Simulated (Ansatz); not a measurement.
Basis-set extrapolation for C2H2ClNO, SMILES `ClC1=NCO1` (PBE0-D4/def2-TZVP geometry, frozen core, Ansatz). Multiplicity 1, RHF reference.

|  | def2-TZVPP | def2-QZVPP |
| --- | --- | --- |
| HF | -665.740210 | -665.761980 |
| MP2 correlation | -0.934501 | -1.006202 |
| CCSD(T) correlation | -1.000227 | not run |

Energies in hartree. Use E(X) = E(∞) + A·exp(−7.88·√X) for Hartree–Fock and E(X) = E(∞) + B·X^(−2.97) for correlation, with X = 3 and 4, and add CCSD(T) minus MP2 of the smaller set to the MP2 limit.

Problem. What is the CCSD(T) energy at the basis-set limit?

Solution. HF limit: -665.761980 + (-0.021770) × 0.13774 = -665.76498. MP2 limit: -1.006202 + (-0.071701) × 0.74074 = -1.05931. Higher-order term: -1.000227 − (-0.934501) = -0.06573. Total: -666.89002 hartree, 392.7 kJ/mol below CCSD(T)/def2-TZVPP.
